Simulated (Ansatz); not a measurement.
C4H4F2, SMILES `FC1=CCC1F` at its PBE0-D4/def2-TZVP geometry, where that method's forces vanish. Charge 0, multiplicity 1.

```xyz
10

F     1.7056    0.1917    1.6763
C     0.8535    0.0537    0.6804
C     0.9775   -0.2446   -0.6080
C    -0.5200   -0.1544   -0.8318
C    -0.6187    0.2902    0.6531
F    -1.3895   -0.5072    1.4628
H     1.8118   -0.4304   -1.2694
H    -1.0225   -1.1077   -1.0026
H    -0.8613    0.5826   -1.5627
H    -0.9364    1.3260    0.8020
```

(1) What forces (eV/Å) does ωB97M-V/def2-TZVPP give on these atoms in the Gaussian-basis code of Ansatz? (Estimate.)

## Answers

(1) The calculation gave: 
```
F1   0.197  0.037  0.235
C2  -0.047 -0.104 -0.343
C3   0.228  0.001  0.074
C4  -0.253 -0.042 -0.203
C5  -0.053  0.337 -0.056
F6  -0.112 -0.164  0.130
H7  -0.069  0.014  0.073
H8   0.043  0.088  0.029
H9   0.032 -0.065  0.076
H10  0.034 -0.103 -0.014
```
